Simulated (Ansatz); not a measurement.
# BSiCl (triplet): wave-function methods side by side, def2-QZVPP

An exercise on one series of results from a longer session: the logs are not shown, and one member is left open.

Program: Ansatz 0.2.0, Gaussian basis. Level of theory: def2-QZVPP, core rule «outside noble gas», up to 11 orbitals frozen. These are calculated values, not measurements.

Plan: UHF; ROHF; CCSD(T) on UHF.

2 further runs of the same task are left out: 2 set aside as unsound or not needed.

### The system

The geometry is a PBE0/def2-TZVP stationary point (not a proven minimum).

3 atoms, charge 0, spin multiplicity 3.

Atoms are counted from 1 here; the program's logs count them from 0.

Bond lengths: B1–Si2 1.881 Å, B1–Cl3 1.690 Å. Angles: Si2–B1–Cl3 180.0°.

The first run:

File in.yaml:

```yaml
crystal:
  periodic: [false, false, false]
  atoms:
    - {symbol: B, position_ang: [0.000000, 0.000000, 0.063696]}
    - {symbol: Si, position_ang: [0.000000, 0.000000, -1.817242]}
    - {symbol: Cl, position_ang: [0.000000, 0.000000, 1.753546]}
basis:
  gaussian: {orbitals: "def2-QZVPP.json"}
magnetization: {spin_polarized: true, initial_magnetization: 2}
hamiltonian: {xc: hf}
output: {orbitals: {seedname: orbitals}}
```

On the command line:

```
ansatz run in.yaml --threads 1 --pin off --events-out ev --progress --plain --max-ram 2393MiB
```

Among the steps run: UHF; ROHF; CCSD(T) on UHF.

One table of the session follows, with a row left open; its other results are not shown here.

| method | from UCCSD(T) (meV) |
| --- | --- |
| ROHF | +11743.5 |
| UHF | +11611.6 |
| UMP2 | +1499.5 |
| UCCSD | ? |
| UCCSD(T) | 0 |

Estimate the missing values for UCCSD.

**Answer.** from UCCSD(T) (meV): +610.7. In the column «from UCCSD(T) (meV)» it lies between UCCSD(T) (0) and UMP2 (+1499.5).
